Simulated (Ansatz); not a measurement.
**Cohesive energy of some hcp solids**

Method: RPBE (Ansatz, a quantum-chemistry and plane-wave program, plane waves, PAW). References are measured values corrected to a static lattice or taken at low temperature (these still hold zero-point motion).

Values in eV/atom.

```
solid   reference  RPBE  error (eV/atom)
------  ---------  ----  ---------------
hcp Cd      1.18*  0.36            -0.82
hcp Mg       1.51  1.33            -0.18
hcp Zr      6.32*  5.66            -0.66
hcp Be       3.32  3.45            +0.13
hcp Co      4.47*  4.38            -0.09
hcp Sc      3.93*  3.73            -0.20
```

Over these 6 solids the mean error is -0.30 eV/atom, the mean absolute error 0.35 eV/atom (median 0.19 eV/atom), and the worst case hcp Cd at -0.82 eV/atom; the value is too low in 5 of 6 cases.

A star marks references brought to a static lattice; the others are low-temperature values that still hold zero-point motion, which matters most for light elements.

Differences are worked out from the printed values.

Free atoms are spin-polarised, in the lowest state found; at levels without +SOC their spin–orbit coupling is left out. Each level is taken at its own relaxed cell. Caveats: the cell is over a tenth larger than the published one: the level's own overestimate first of all, though another phase or state, or a fault of the published cell, is possible (hcp Cd). Ansatz's density-functional and Hartree–Fock values are scalar-relativistic unless marked +SOC, with PAW data made under PBE.

Ansatz's runs of these crystals have no spin polarisation, but for hcp Co.

Density-functional runs with spin start from parallel moments for hcp Co.

Not in this set, of the hcp solids with a reference value in our tables and a result at some level: 7 for no value at RPBE (not run, a failed fit, an unstable or unbound cell, or a value held back for tests); 2 for the spin–orbit terms of free Br, In, Sn, Te, I and atoms past barium, a cut that leaves lighter open-shell atoms' terms in the errors; 1 for sources at odds. These can be a level's best or worst cases. Solids without a released value at any level aren't counted. Layered and molecular crystals are counted apart. The metals Ce to Yb are counted apart.

References as tabulated in Jana et al. (2018), arXiv:1807.00350; Kittel's textbook; Mejia-Rodriguez and Trickey (2018), arXiv:1807.09216.
